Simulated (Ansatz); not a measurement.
Geometry optimisation, RKS PBE/def2-SVP (Ansatz 0.2.0).

Input file:

```yaml
crystal:
  periodic: [false, false, false]
  atoms:
    - { symbol: Al, position_ang: [0.0, 0.0, 0.0] }
    - { symbol: C, position_ang: [0.0, 0.0, 2.32] }
    - { symbol: H, position_ang: [-0.9996, -0.3092, 2.6905] }
    - { symbol: H, position_ang: [0.7676, -0.7111, 2.6905] }
    - { symbol: H, position_ang: [0.232, 1.0203, 2.6905] }
    - { symbol: H, position_ang: [1.351, 0.0, -0.78] }
    - { symbol: H, position_ang: [-1.351, 0.0, -0.78] }
    - { symbol: H, position_ang: [-0.2382, -1.749, 0.5865] }
    - { symbol: H, position_ang: [-0.19, -1.3947, 1.5677] }
basis:
  gaussian: { orbitals: def2-SVP }
hamiltonian:
  xc: pbe
relax:
  f_tol: 0.15
  max_steps: 25
  restrain:
    - { distance: [0, 7], at: 2.76, k: 30.0 }
    - { distance: [8, 1], at: 2.31, k: 30.0 }
    - { distance: [0, 1], at: 1.97, k: 30.0 }
    - { distance: [8, 7], at: 0.66, k: 30.0 }
output:
  orbitals: {}
```

Run as:

```bash
$ ansatz run input.yaml --threads 2 --pin off --max-ram 3072MiB --backend cpu --events-out ev --progress --plain --runs-dir out
```

Task: Where does it end, and by what steps?

Result: The run converged. The restraints hold the end off the free minimum. After 6 steps the energy has fallen by 1.493 eV (the restraints' own energy left out); H8 moved furthest, 0.78 Å. Joined: H8–H9 (1.04 → 0.73 Å).

```tsv
step	energy less start (eV)	largest force component (eV/Å)	accepted
0	0.0000	3.434	yes
1	-0.7125	2.073	yes
2	-0.7366	3.213	yes
3	-1.0543	2.429	yes
4	-1.4331	0.849	yes
5	-1.4815	1.518	yes
6	-1.4932	1.375	yes
```

```xyz
9
Properties=species:S:1:pos:R:3
Al 0.021 0.177 0.213
C 0.018 0.152 2.183
H -0.951 -0.181 2.611
H 0.830 -0.469 2.618
H 0.190 1.184 2.568
H 1.400 0.134 -0.603
H -1.349 0.308 -0.604
H -0.329 -2.498 0.765
H -0.259 -1.950 1.235
```

Run time: 2.6 s on 2 threads of AMD EPYC 9R45 96-Core Processor (Zen 5), with other jobs on the host, peak memory 0.14 GiB.
